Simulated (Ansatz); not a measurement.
Start from Pt in the fcc (Cu type) structure (space group Fm-3m, No. 225; a = 3.918 Å).

All numbers come from PBEsol/PAW in Ansatz (an electronic-structure program), no SOC, earlier PAW set.

Modification: full substitution Pt → Ir; the structure is relaxed again.

Measured lattice parameter a: Pt 3.913 Å (static lattice; corrected from measurement; as listed in Daniel Mejia-Rodriguez, S. B. Trickey, Phys. Rev. B (2018)); Ir 3.831 Å (static lattice; corrected from measurement; as listed in Daniel Mejia-Rodriguez, S. B. Trickey, Phys. Rev. B (2018)).

Question: How well does PBEsol reproduce the measured shift?

Answer: With PBEsol the lattice parameter a moves by -0.088 Å (3.918 → 3.830) against -0.082 Å measured.

No phonon test of stability was made. All final runs are without spin polarisation.
